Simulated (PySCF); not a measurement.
**S₃, singlet: structure and spectrum**

Computed with B3LYP in PySCF with S def2-TZVP; no relativity; density-fitted integrals.

The structure is a minimum.

```xyz
3
charge 0 multiplicity 1, angstrom
S    -0.6591    0.0000    0.0000
S     0.3295    0.0000    1.6497
S     0.3295    0.0000   -1.6497
```

| Item | Value |
| --- | --- |
| Point group | C2v |
| Bond lengths | S–S 1.923 Å (×2) |
| Bond angles | S–S–S 118.1° |
| Rotational symmetry number | 2 |
| Heat capacity Cp at 298.15 K | 48.5 J/(mol K) |
| Lowest empty level | -4.49 eV |
| Dipole moment | 0.54 D |
| Principal polarisabilities | 29.8, 40.5, 100.4 bohr³ |
| Rotational constants | 0.8092, 0.09686, 0.08651 cm⁻¹ |
| Atomisation energy without zero-point energy | 665 kJ/mol |
| Highest occupied level | -7.34 eV |
| Enthalpy at 298.15 K above 0 K | 11.88 kJ/mol |
| Zero-point energy | 9.3 kJ/mol |
| Entropy at 298.15 K and 1 bar | 274.6 J/(mol K) |
| Principal quadrupole moments (Buckingham, traceless) about the centre of mass | -0.92, -0.91, 1.83 D Å |

Harmonic modes (masses in u: S 31.972):
| symmetry | ω (cm⁻¹) | IR (km/mol) | μ (u) |
| --- | --- | --- | --- |
| a1 | 264 | 1.0 | 31.97 |
| a1 | 596 | 2.6 | 31.97 |
| b2 | 686 | 129 | 31.97 |

In C2v the vibrations span 2a1 + b2. Here b1 is antisymmetric to the molecular plane and b2 lies in it.

Charges (e):
| atom | Mulliken | Löwdin | polar tensor | Mayer order to S1 |
| --- | --- | --- | --- | --- |
| S1 | 0.24 | 0.14 | 0.66 | – |
| S2,3 | -0.12 | -0.07 | -0.33 | 1.71 |
Other Mayer orders above 0.3: S–S 0.46.

Mulliken populations on S1: s 5.81, p 9.57, d 0.35, f 0.02.

This need not be the most stable arrangement of these atoms.

The final relaxation and frequency run took 15 s on 2 threads of a shared Arm Neoverse V2 host, with 111 basis functions and 8 gradients; the process peaked at 0.99 GiB. Launch command: `OMP_NUM_THREADS=2 python axn.py task.json out`.
